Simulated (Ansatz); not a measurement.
A made-up structure of CH$_{2}$S, closed shell:

```
4
angstrom
C -0.1101 -0.0388 -0.0374
S 1.4987 0.5282 0.5091
H -1.0435 -0.1901 0.7355
H -0.3451 -0.2993 -1.2072
```

It is relaxed with PBE-D4/def2-SVP and then PBE0-D4/def2-TZVP (Ansatz 0.2.0). Atoms count as bonded within 1.22 times the sum of their covalent radii (H–H: 0.88 Å). The end point is not checked to be a true minimum.

(1) Does its bonding change? (A judgement: the text doesn't fix the answer.)

## Answers

(1) The calculation gives: No: no bond forms or breaks.

Where it ends: The first stage lowers the energy by 0.80 eV in 5 steps. It ends as CH₂S ([CH2][S]):
C1  (-0.098, -0.035, -0.033)
S2  (1.338, 0.472, 0.455)
H3  (-0.932, -0.170, 0.657)
H4  (-0.308, -0.267, -1.078)
(Å)

Labels in which every atom is bracketed show which atoms are joined, not bond orders.

For scale, one of the runs: PBE0-D4/def2-TZVP relaxation, 80 basis functions, launched by `ansatz run in.yaml --threads 2 --pin off --events-out ev --progress --plain --max-ram 4352MiB`. The run took about 4.3 s on 2 CPU threads of an Arm Neoverse V2 (shared host).
